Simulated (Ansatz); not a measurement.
```yaml
crystal:
  periodic: [false, false, false]
  atoms:
    - {symbol: F, position_ang: [0.920155, -0.309029, 0.473381]}
    - {symbol: O, position_ang: [0.000640, 0.505250, 0.055678]}
    - {symbol: F, position_ang: [-0.920794, -0.196210, -0.529070]}
basis:
  gaussian: {orbitals: def2-TZVPD}
hamiltonian: {xc: {name: r2SCAN0}}
accuracy: high
scf: {lower_state_search: full}
output: {forces: true}
```

```sh
$ ansatz run in.yaml --threads 4 --pin off --events-out ev --progress --plain --max-ram 10444MiB
```

Shortened log:

```
Functional definition: r2SCAN0
1858 factors; integrals over basis functions are off by at most 3.7e-9 eV
mean field evaluation 1: about -7471.7655 eV, gradient 2.5e1 eV
mean field evaluation 2: about -7471.7664 eV, gradient 2.5e1 eV
mean field evaluation 4: about -7472.3613 eV, gradient 8.1e0 eV
mean field evaluation 8: about -7472.4531 eV, gradient 2.4e-2 eV
mean field evaluation 16: about -7472.4531 eV, gradient 1.1e-6 eV
mean field -7472.45306444 eV, -274.6075851077 hartree, gradient 4.5e-8 eV, S^2 0.000000; 0 other end points of the search recorded, 0 dependent functions left out
reference -7472.45306556 eV, -274.6075851487 hartree; 13, 13 occupied and 107, 107 virtual orbitals, 1858 factors
Total energy: -7472.45306556 eV, -274.6075851487 hartree
Atom 0 at     0.920155    -0.309029     0.473381 Å, force     2.450962    -2.802142     1.044209 eV/Å
Atom 1 at     0.000640     0.505250     0.055678 Å, force     0.006736     5.303471     0.584491 eV/Å
Atom 2 at    -0.920794    -0.196210    -0.529070 Å, force    -2.457697    -2.501329    -1.628701 eV/Å
Dipole moment:     0.000028     0.021789     0.002401 e Å
```

It took 2.7 s on 4 threads of an Arm Neoverse V2 on a shared host, with 0.33 GiB of host memory at the peak.
